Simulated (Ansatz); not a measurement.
Geometry optimisation, RKS r2SCAN-D4/def2-SVP (Ansatz).

The input (input.yaml):

```yaml
crystal:
  periodic: [false, false, false]
  atoms:
    - { symbol: Si, position_ang: [-0.513956, 0.248717, -0.207615] }
    - { symbol: H, position_ang: [0.365261, -1.241799, 1.827264] }
    - { symbol: H, position_ang: [0.614797, 0.873591, 0.534162] }
    - { symbol: H, position_ang: [-0.812391, 1.117754, -1.389956] }
    - { symbol: H, position_ang: [-0.151214, -1.10671, -0.707355] }
    - { symbol: "N", position_ang: [-1.928846, 0.091735, 0.876227] }
    - { symbol: H, position_ang: [-2.538576, -0.693914, 0.652121] }
    - { symbol: Si, position_ang: [-2.581215, 1.284849, 1.962764] }
    - { symbol: H, position_ang: [-3.179164, 0.609504, 3.155411] }
    - { symbol: H, position_ang: [-1.44477, 2.158702, 2.382543] }
    - { symbol: H, position_ang: [-3.641318, 2.162327, 1.369631] }
    - { symbol: H, position_ang: [-0.328409, -1.104655, 1.952202] }
basis:
  gaussian: { orbitals: def2-SVP }
hamiltonian:
  xc: r2scan
  dispersion: d4
relax:
  f_tol: 0.03
  max_steps: 50
```

Run as:

```bash
$ ansatz run input.yaml --threads 4 --pin off --max-ram 5120MiB --backend cpu --events-out ev --progress --plain --runs-dir out
```

Where does it end, and by what steps?

It converged. The force dipped under the threshold on the way, but the program's further checks kept it going. After 14 steps the energy has fallen by 0.226 eV; H2 moved furthest, 1.14 Å.

| step | energy less start (eV) | largest force component (eV/Å) | accepted |
| --- | --- | --- | --- |
| 0 | 0.0000 | 1.778 | yes |
| 1 | -0.1363 | 0.454 | yes |
| 2 | -0.1854 | 0.242 | yes |
| 3 | -0.2070 | 0.082 | yes |
| 4 | -0.2157 | 0.068 | yes |
| 5 | -0.1481 | 0.644 | no |
| 6 | -0.2183 | 0.023 | yes |
| 7 | -0.2207 | 0.088 | yes |
| 8 | -0.2224 | 0.076 | yes |
| 9 | -0.2229 | 0.192 | yes |
| 10 | -0.2242 | 0.064 | yes |
| 11 | -0.2248 | 0.013 | yes |
| 12 | -0.2252 | 0.022 | yes |
| 13 | -0.2254 | 0.031 | yes |
| 14 | -0.2256 | 0.019 | yes |

```xyz
12
Properties=species:S:1:pos:R:3
Si -0.614 0.452 -0.480
H 0.101 -1.733 2.819
H 0.395 1.349 0.155
H -1.081 1.101 -1.748
H 0.010 -0.855 -0.848
N -1.886 0.178 0.684
H -2.496 -0.613 0.482
Si -2.444 1.231 1.960
H -2.905 0.410 3.120
H -1.297 2.097 2.361
H -3.582 2.117 1.556
H -0.341 -1.334 2.346
```

Whether the end is a true minimum wasn't checked by a vibrational analysis.

Run time: 20 s on 4 threads of Arm Neoverse V2 (shared host), peak memory 0.15 GiB.
